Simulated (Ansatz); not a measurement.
# bcc Li: how far can PBE be trusted?

Programs: Ansatz (a first-principles code).

| property | PBE | LDA | PBEsol | reference | PBE less reference |
|---|---|---|---|---|---|
| lattice constant a (Å) | 3.435 | 3.363 | 3.434 | 3.449 | -0.41 % |
| bulk modulus (GPa) | 13.9 | 15.1 | 13.7 | 13.8 | +0.7 % |
| cohesive energy (eV/atom) | 1.61 | 1.80 | 1.68 | 1.67 ± 0.01 | -0.06 eV/atom |
| elastic constant C11 (GPa) | 15.5 | 16.4 | 15.3 | 14.7* | +5.4 % |
| elastic constant C44 (GPa) | 11.6 | 11.9 | 11.6 | 9.6* | not scored |
| Voigt–Reuss–Hill shear modulus (GPa) | 5.0 | 4.9 | 5.0 | – | – |

It does well for the bulk modulus (+0.7 %), cohesive energy (-0.06 eV/atom). In between, or not called against an uncorrected reference: lattice constant a (-0.41 %), elastic constant C11 (+5.4 %). Where no measured value is used, PBE differs from PBEsol by 0.0 % in the Voigt–Reuss–Hill shear modulus.

A star marks values at room or unstated temperature without corrections; heat and zero-point motion as a rule enlarge cells and lower moduli and gaps.

Called good within 5.3 % for the bulk modulus, 0.10 eV/atom for the cohesive energy.

Called well off clearly beyond 0.50 % for the lattice constant a, 10.6 % for the bulk modulus, 0.20 eV/atom for the cohesive energy (bounds picked here from the quality of each reference).

Not scored: elastic constant C44 (sources at odds).

The references are measured values: lattice constant a corrected to a static lattice, bulk modulus corrected to a static lattice, cohesive energy corrected to a static lattice, elastic constant C11 unstated, elastic constant C44 unstated.

Unless a row names a cell, each level is at its own relaxed cell.

Ansatz's density-functional and Hartree–Fock values are scalar-relativistic unless marked +SOC, with PAW data made under PBE.

References as tabulated in Csonka et al. (2009), arXiv:0903.4037; Levämäki et al. (2014), arXiv:1402.3671; arXiv:1601.06701; Mechanics & Industry (2023), article mi220138, Table 3.
